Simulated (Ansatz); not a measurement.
The input, for Ansatz 0.2.0:

```yaml
crystal:
  periodic: [false, false, false]
  atoms:
    - {symbol: Ge, position_ang: [0.000000, -0.026870, 0.688911]}
    - {symbol: Na, position_ang: [0.000000, 0.015653, -2.202807]}
    - {symbol: H, position_ang: [0.000000, 1.579397, 0.594781]}
basis:
  gaussian: {orbitals: cc-pVDZ}
magnetization: {spin_polarized: false, initial_magnetization: 2}
correlation: {active_space: {window: {electrons: 6, orbitals: 4}}}
output: {forces: true}
```

```sh
$ ansatz run in.yaml --threads 1 --pin off --events-out ev --progress --plain --max-ram 2393MiB
```

Log:

```
540 factors; integrals over basis functions are off by at most 1.1e-3 eV
mean field evaluation 1: about -60891.7131 eV, gradient 5.2e0 eV
mean field evaluation 2: about -60891.7195 eV, gradient 5.2e0 eV
mean field evaluation 4: about -60891.9390 eV, gradient 5.5e-1 eV
mean field evaluation 8: about -60891.9424 eV, gradient 1.6e-3 eV
mean field -60891.94240645 eV, -2237.7376093962 hartree, gradient 7.2e-6 eV, S^2 2.000000; 0 other end points of the search recorded, 0 dependent functions left out
reference -60891.94240645 eV, -2237.7376093962 hartree; 23, 21 occupied and 27, 29 virtual orbitals, 540 factors
state -60891.94256570 eV, -2237.7376152486 hartree
the calculation of the forces begins
Total energy: -60891.94256570 eV, -2237.7376152486 hartree
Atom 0 at     0.000000    -0.026870     0.688911 Å, force    -0.000000     0.041301    -0.232111 eV/Å
Atom 1 at     0.000000     0.015653    -2.202807 Å, force    -0.000000    -0.032977     0.176940 eV/Å
Atom 2 at     0.000000     1.579397     0.594781 Å, force     0.000000    -0.008324     0.055171 eV/Å
Dipole moment:     0.000000    -0.004198    -1.742293 e Å
```

The active space holds one configuration alone, so it describes no static correlation.

Natural occupations: 2.0000 2.0000 1.0000 1.0000.

Forces (eV/Å):
```
Ge   0.000  0.041 -0.232
Na   0.000 -0.033  0.177
H    0.000 -0.008  0.055
```

Ran on 1 thread of Arm Neoverse V1, shared host: 4.8 s wall, 0.11 GiB peak host memory.
